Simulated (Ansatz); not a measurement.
One change: `C=NC(N)(O)F` becomes `NC(O)(F)C=S`.

Ansatz, PBE0-D4/def2-TZVP geometries, multiplicity 1. Each molecule was computed in one conformer, which needn't be the lowest.

```tsv
property	`C=NC(N)(O)F`
HOMO energy (PBE/def2-TZVPP) / eV	-6.42
size of the dipole moment (PBE/def2-TZVPP) / D	1.62
HOMO–LUMO gap (B3LYP/def2-TZVPP) / eV	6.74
size of the dipole moment (B3LYP/def2-TZVPP) / D	1.69
LUMO energy (PBE0/def2-TZVPP) / eV	-0.74
HOMO energy (PBE0/def2-TZVPP) / eV	-7.97
```

What does the change do to each property? (Estimate.)

Computed: 
| property | `NC(O)(F)C=S` | shift |
| --- | --- | --- |
| HOMO energy (PBE/def2-TZVPP) / eV | -5.49 | 0.93 |
| size of the dipole moment (PBE/def2-TZVPP) / D | 1.27 | -0.35 |
| HOMO–LUMO gap (B3LYP/def2-TZVPP) / eV | 3.75 | -2.99 |
| size of the dipole moment (B3LYP/def2-TZVPP) / D | 1.14 | -0.55 |
| LUMO energy (PBE0/def2-TZVPP) / eV | -2.60 | -1.86 |
| HOMO energy (PBE0/def2-TZVPP) / eV | -6.78 | 1.19 |

With PBE0 the HOMO rises by 1.19 eV and the LUMO falls by 1.86 eV, so the gap narrows by about 3.05 eV. PBE moves the HOMO by 0.93 eV and ωB97M-V by 1.35 eV. Dipoles are sizes alone; their direction can turn.

B3LYP here is the variant with VWN-RPA as its local correlation; programs differ in this.
